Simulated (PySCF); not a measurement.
# Electronic absorption of C4H8

C4H8.
InChI=1S/C4H8/c1-3-4-2/h3-4H,1-2H3/b4-3-

Method used: TDDFT CAM-B3LYP/aug-cc-pVTZ, vertical, gas phase, core orbitals frozen in the response in PySCF 2.14.0, density-fitted response routines. Isolated species at its PBE0-D3(BJ)/def2-TZVP geometry, gas phase.

List the vertical singlet excitations with oscillator strengths and describe the spectrum.

```csv
state,E (eV),ν̃ (cm⁻¹),f,"main configurations (H = HOMO, L = LUMO)"
S1,6.01,48470,0.0046,H→L (84%)
S2,6.58,53090,0.011,"H→L+2 (82%), H→L+13 (8%)"
S3,6.77,54620,0.0000,H→L+1 (88%)
S4,6.92,55840,0.014,H→L+3 (91%)
S5,7.28,58720,0.477,H→L+7 (87%)
S6,7.44,60010,0.0054,H→L+4 (84%)
S7,7.57,61020,0.0014,H→L+5 (86%)
S8,7.61,61350,0.0040,H→L+6 (92%)
S9,7.75,62480,0.031,H→L+9 (83%)
S10,8.02,64720,0.0064,H→L+10 (86%)
```

Triplets (Tamm–Dancoff): T1 4.42 eV, H→L+7 (85%); T2 5.94 eV, H→L (81%); T3 6.54 eV, H→L+2 (80%), H→L+13 (9%); T4 6.75 eV, H→L+1 (86%).

The lowest singlet comes at 206 nm (580 kJ/mol) in the ultraviolet; it is very weak; its leading configuration is HOMO→LUMO (84%). The strongest level in the table is S5 at 7.28 eV (170 nm, f = 0.477). Löwdin shares by element: HOMO carbon 82% (atoms not listed hold the other 18%); LUMO hydrogen 53% or more (atoms not listed hold the other 47%). Orbital energies (eV): HOMO-3 -12.24, HOMO-2 -11.63, HOMO-1 -10.74, HOMO -8.23, LUMO 0.28, LUMO+1 0.62, LUMO+2 0.65. The listed states span 2.01 eV, and the widest gap between neighbours is 0.57 eV (S1 to S2). The oscillator strengths of these states sum to 0.555; summed over the whole spectrum of an exact calculation they would give the number of electrons, 32 (Thomas–Reiche–Kuhn). No computed singlet lies in the visible range (380 to 750 nm); the lowest, at 206 nm, stands 2.75 eV above its violet end (3.26 eV). Only the lowest 10 singlets were computed, as vertical energies without vibronic structure.
